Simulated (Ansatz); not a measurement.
C2H4OS can be A, `O=CCS`, or B, `CC(O)=S`.

Calculated with Ansatz (gas phase, PBE0-D4/def2-TZVP geometries, no zero-point term in ΔE). CCSD(T)/CBS adds triple-zeta CCSD(T) − MP2 to the extrapolated MP2 energy (def2 sets, frozen cores). DFT in def2-TZVPP. Each species was taken in one conformer, which may not be the lowest.

A:

```xyz
8

O    -0.4701    1.6603    0.1604
C     0.3989    0.8836   -0.1163
C     0.2747   -0.6124   -0.0915
S    -1.3382   -1.2229    0.4235
H     1.4025    1.2408   -0.4267
H     0.5237   -0.9703   -1.0972
H     1.0618   -0.9907    0.5705
H    -1.8533    0.0117    0.5772
```

B:

Z-matrix (Å, degrees):
```
C
C 1 1.488
H 1 1.094 2 109.4
H 1 1.094 2 109.4 3 -116.9
H 1 1.085 2 111.0 3 121.6
O 2 1.331 1 111.2 3 58.3
S 2 1.627 1 126.1 3 -121.7
H 6 0.969 2 107.1 1 180.0
```

**Question.** Which isomer does CCSD(T)/CBS put lower? Give the gap. (Best estimate.)

**Answer.** Computed: B, by 11.9 kcal/mol.

**Question.** Give E(B) − E(A) in kcal/mol with CCSD(T)/def2-TZVPP, BLYP-D4, MP2/def2-TZVPP, CCSD(T)/def2-SVP, PBE-D4, PBE0-D4, CCSD/def2-TZVPP. (Estimate.)

**Answer.** The calculation gave: CCSD(T)/def2-TZVPP -11.3, BLYP-D4 -11.9, MP2/def2-TZVPP -12.6, CCSD(T)/def2-SVP -10.5, PBE-D4 -12.8, PBE0-D4 -12.5, CCSD/def2-TZVPP -10.4. None reverses the order clearly.

**Question.** Does the order hold for the free energy at 298.15 K (harmonic terms from PBE0-D4)? (An estimate is asked.)

**Answer.** Ansatz gave: Yes: G(B) − G(A) = -9.2 kcal/mol, for one conformer each.

Largest T1 diagnostic: 0.017.

In def2-TZVPP, CCSD(T) changes the Hartree–Fock value by −2.1 kcal/mol (the triples alone add −0.9 kcal/mol) and MP2 by −3.4 kcal/mol. Leaving LDA and LC-ωPBE aside and taking each functional with its dispersion term where it has one, the values, not all of them listed here, spread over 3.3 kcal/mol, from r2SCAN-D4 to ωB97X-V. LDA lies −2.5 kcal/mol from PBE without D4.
